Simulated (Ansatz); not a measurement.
# C2H7O+: where a starting geometry ends

The starting geometry of this gas-phase triplet was optimised with GFN2-xTB as a singlet; its bonds are those of `CC[OH2+]`.

```xyz
10

C    -1.8015    0.6232    0.3250
C    -1.4521    1.0697   -1.0708
O    -1.2520   -0.0907   -1.9801
H    -1.9354    1.5012    0.9511
H    -2.7334    0.0621    0.3480
H    -1.0070    0.0262    0.7681
H    -2.2448    1.6639   -1.5270
H    -0.5171    1.6301   -1.1057
H    -0.5287   -0.6583   -1.6332
H    -2.0829   -0.6120   -2.0376
```

Task: Where would you expect an optimisation with PBE0-D4/def2-TZVP to take it?

Result: It falls apart into C2H6O + H (formulas without charges). Distances that change by over a tenth: C1–C2 (1.51 → 1.70 Å), C2–O3 (1.49 → 1.33 Å). Contacts that open: O3–H10 (0.98 → 3.54 Å).

The energy falls by 3.93 eV over 31 steps:

| step | E − E(last) (eV) |
| --- | --- |
| 1 | 3.927 |
| 4 | 2.144 |
| 8 | 0.210 |
| 11 | 0.020 |
| 14 | 0.011 |
| 18 | 0.005 |
| 21 | 0.001 |
| 24 | 0.000 |
| 28 | 0.000 |
| 31 | 0.000 |

Final geometry (Å):

```
atom    x (Å)    y (Å)    z (Å)
   C  -1.8684   0.5390   0.3636
   C  -1.1542   0.9818  -1.1178
   O  -0.5237  -0.1039  -1.5551
   H  -2.4051   1.4602   0.5941
   H  -2.5104  -0.3112   0.1526
   H  -1.0447   0.3215   1.0389
   H  -2.0532   1.1592  -1.7150
   H  -0.5230   1.8380  -0.8743
   H   0.4251  -0.1283  -1.3228
   H  -3.8973  -0.5410  -2.5263
```

No frequencies were run, so the end isn't proven a minimum. Open shells are spin-unrestricted. The triplet needn't be the ground state. Run with Ansatz 0.2.0, 3.3 min on 2 threads of Intel(R) Xeon(R) Processor @ 2.50GHz (Skylake/Cascade Lake) (shared host).
